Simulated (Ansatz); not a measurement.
Input file:

```yaml
crystal:
  periodic: [false, false, false]
  atoms:
    - {symbol: B, position_ang: [-1.486432, 0.035086, 0.000000]}
    - {symbol: H, position_ang: [-2.083165, 1.068657, 0.000000]}
    - {symbol: H, position_ang: [-2.083166, -0.998486, 0.000000]}
    - {symbol: H, position_ang: [-0.292967, 0.035086, 0.000000]}
    - {symbol: N, position_ang: [1.351568, 0.035086, 0.000000]}
    - {symbol: H, position_ang: [1.620650, -0.969141, 0.000000]}
basis:
  gaussian: {orbitals: cc-pVDZ}
magnetization: {spin_polarized: false, initial_magnetization: 2}
correlation: {method: fic_mrcisd_q, electrons: outside_noble_gas, active_space: {window: {electrons: 4, orbitals: 4}}}
```

```sh
$ ansatz run in.yaml --threads 1 --pin off --events-out ev --progress --plain --max-ram 2393MiB
```

The program prints:

```
442 factors; integrals over basis functions are off by at most 1.5e-3 eV
mean field evaluation 1: about -2211.0183 eV, gradient 1.4e1 eV
mean field evaluation 2: about -2211.0182 eV, gradient 1.4e1 eV
mean field evaluation 4: about -2212.8569 eV, gradient 2.3e0 eV
mean field evaluation 8: about -2212.8962 eV, gradient 1.1e-3 eV
mean field -2212.89615626 eV, -81.3224337878 hartree, gradient 1.9e-6 eV, S^2 2.000000; 0 other end points of the search recorded, 0 dependent functions left out
reference -2212.89615626 eV, -81.3224337878 hartree; 9, 7 occupied and 39, 41 virtual orbitals, 442 factors
state -2213.52547311 eV, -81.3455607553 hartree
contracted CI cycle   1: correlation 0.00000000 eV, 0.0000000000 hartree, residual 2.18e1 eV
contracted CI cycle   2: correlation -5.76074663 eV, -0.2117035338 hartree, residual 3.33e0 eV
contracted CI cycle   3: correlation -5.90139880 eV, -0.2168724058 hartree, residual 8.51e-1 eV
contracted CI cycle   4: correlation -5.91138573 eV, -0.2172394185 hartree, residual 2.59e-1 eV
contracted CI cycle   5: correlation -5.91253314 eV, -0.2172815851 hartree, residual 9.24e-2 eV
contracted CI cycle   6: correlation -5.91267810 eV, -0.2172869122 hartree, residual 3.25e-2 eV
contracted CI cycle   7: correlation -5.91269450 eV, -0.2172875150 hartree, residual 1.16e-2 eV
contracted CI cycle   8: correlation -5.91269650 eV, -0.2172875888 hartree, residual 3.71e-3 eV
contracted CI cycle   9: correlation -5.91269673 eV, -0.2172875969 hartree, residual 1.21e-3 eV
state -2213.52547311 eV, -81.3455607553 hartree; corrected -2219.95440423 eV, -81.5818196162 hartree
state -2213.26119488 eV, -81.3358487094 hartree
contracted CI cycle   1: correlation 0.00000000 eV, 0.0000000000 hartree, residual 2.23e1 eV
contracted CI cycle   2: correlation -5.99745069 eV, -0.2204022477 hartree, residual 2.97e0 eV
contracted CI cycle   3: correlation -6.12136656 eV, -0.2249560717 hartree, residual 6.92e-1 eV
contracted CI cycle   4: correlation -6.12871266 eV, -0.2252260359 hartree, residual 1.79e-1 eV
contracted CI cycle   5: correlation -6.12923351 eV, -0.2252451769 hartree, residual 5.46e-2 eV
contracted CI cycle   6: correlation -6.12928590 eV, -0.2252471024 hartree, residual 2.17e-2 eV
contracted CI cycle   7: correlation -6.12929487 eV, -0.2252474320 hartree, residual 8.76e-3 eV
contracted CI cycle   8: correlation -6.12929632 eV, -0.2252474852 hartree, residual 3.36e-3 eV
contracted CI cycle   9: correlation -6.12929652 eV, -0.2252474924 hartree, residual 1.36e-3 eV
state -2213.26119488 eV, -81.3358487094 hartree; corrected -2219.93838136 eV, -81.5812307866 hartree
state -2213.52547311 eV, -81.3455607553 hartree; corrected -2219.95440423 eV, -81.5818196162 hartree
Total energy: -2219.95440423 eV, -81.5818196162 hartree
```

For the same geometry and basis UCCSDT(Q) lies 20.1 meV lower.

Ran on 1 thread of Arm Neoverse N1, shared host: 2.9 s wall, 0.12 GiB peak host memory.
